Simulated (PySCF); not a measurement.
Simulated C 1s region for 3-methyl-1-butanol (`CC(C)CCO`), binding energy against the vacuum level.

Every computed line was given a Gaussian of 1.0 eV full width at half maximum and an area set by the number of equivalent atoms; the highest printed point is 100. Method used: delta-SCF UKS SCAN, pcX-2 on the ionised atom, pcseg-1 elsewhere, spin-free X2C in PySCF.

binding energy (eV), intensity and a bar:
```
    289.0          0 
    289.1          0 
    289.2          1 
    289.3          2 
    289.4          3 #
    289.5          6 ##
    289.6         10 ###
    289.7         16 #####
    289.8         24 #######
    289.9         35 ##########
    290.0         48 ##############
    290.1         61 ##################
    290.2         75 #######################
    290.3         87 ##########################
    290.4         96 #############################
    290.5        100 ##############################
    290.6         99 ##############################
    290.7         93 ############################
    290.8         83 #########################
    290.9         70 #####################
    291.0         57 #################
    291.1         45 #############
    291.2         35 ##########
    291.3         28 ########
    291.4         23 #######
    291.5         22 #######
    291.6         22 #######
    291.7         23 #######
    291.8         25 #######
    291.9         26 ########
    292.0         26 ########
    292.1         24 #######
    292.2         22 #######
    292.3         19 ######
    292.4         15 #####
    292.5         12 ###
    292.6          8 ###
    292.7          6 ##
    292.8          4 #
    292.9          2 #
    293.0          1 
    293.1          1 
    293.2          0 
    293.3          0 
    293.4          0
```

Question: Count the maxima, the lines and the sites behind this envelope.

Answer: The curve has 2 maxima (at 290.5 and 291.9 eV). Under it lie 4 lines from 4 inequivalent carbon sites. At this width some lines have no maximum of their own.

Question: Decompose the envelope and assign each component. Numbering: `[CH3:1][CH:2]([CH3:3])[CH2:4][CH2:5][OH:6]`.

Answer: 
```csv
position (eV),relative area,line,atoms,environment
290.43,1,C 1s,C4,chain CH2 carbon
290.51,2,C 1s,C1/C3,methyl carbon
290.66,1,C 1s,C2,sp3 CH carbon
291.97,1,C 1s,C5,carbinol carbon (C–OH)
```

Question: What are the centre and the root-mean-square width of the whole band?

Answer: The area-weighted mean of the lines is 290.82 eV. Their own spread about it is 0.58 eV (rms) and each Gaussian has σ = 1.0/2.355 = 0.42 eV; the variances add, which gives 0.72 eV.

Lowest listed C 1s: C4, bonded to 2 C and 2 H. Highest, 1.54 eV above it: C5, bonded to O, C and 2 H.

No satellites, vibrations or lifetime broadening are included. One atom of each set of topologically equivalent atoms was ionised and stands for the set; in this conformer not all members are related by symmetry, and their own values weren't computed. The structure is a single PBE0-D3(BJ)/def2-SVP conformer in the gas phase; no vibrational or solvent corrections.

Hardware: x86-64 server, one thread, shared host. Cost: 94 s.

Shape of the structure used: `[CH3:1][CH:2]([CH3:3])[CH2:4][CH2:5][OH:6]`: C1–C2–C4–C5 173°, C2–C4–C5–O6 180°, H–O6–C5–C4 59°.
